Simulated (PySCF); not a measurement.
**One molecule, many functionals**

Compound: C₂H₂F₂.
SMILES with atom numbers: `[CH2:1]=[C:2]([F:3])[F:4]` (hydrogens: H5, H6 on C1)

Linear-response calculations in the def2-SVPD basis (PySCF; singlets by full response, triplets Tamm–Dancoff, core orbitals frozen in the response; HF means time-dependent Hartree–Fock). 'Strongest' is the level of largest summed f among the singlets computed (10 roots, of which the last may lack a degenerate partner); it can jump between rows when another state enters that window. S1 is the lowest singlet of each run and needn't be the same state throughout; f(S1) is that of one state. Isolated species at its PBE0-D3(BJ)/def2-SVP geometry, gas phase.

| functional | kind | S1 (eV) | f(S1) | strongest (eV) | T1 (eV) | HOMO (eV) | gap (eV) | ionisation energy, ΔSCF (eV) |
| --- | --- | --- | --- | --- | --- | --- | --- | --- |
| B3LYP | global hybrid, 20% exact exchange | 6.96 | 0.036 | 7.81 | 4.68 | -7.61 | 7.61 | 10.52 |
| BHandHLYP | global hybrid, 50% exact exchange | 7.43 | 0.047 | 8.02 | 4.53 | -9.02 | 10.15 | 10.44 |
| CAM-B3LYP | range-separated hybrid | 7.20 | 0.040 | 7.85 | 4.60 | -9.24 | 10.52 | 10.56 |
| wB97X-D | range-separated hybrid | 7.45 | 0.053 | 7.92 | 4.77 | -9.73 | 11.90 | 10.48 |
| LC-wPBE | range-separated hybrid | 7.76 | 0.046 | 7.92 | 4.46 | -10.61 | 12.96 | 10.52 |

S1 runs from 6.96 eV (B3LYP) to 7.76 eV (LC-wPBE), a spread of 0.80 eV, while the orbital gap spreads over 5.3 eV. −ε(HOMO) comes closest to its own ΔSCF ionisation energy with LC-wPBE (+0.09 eV) and misses most with B3LYP (-2.92 eV).
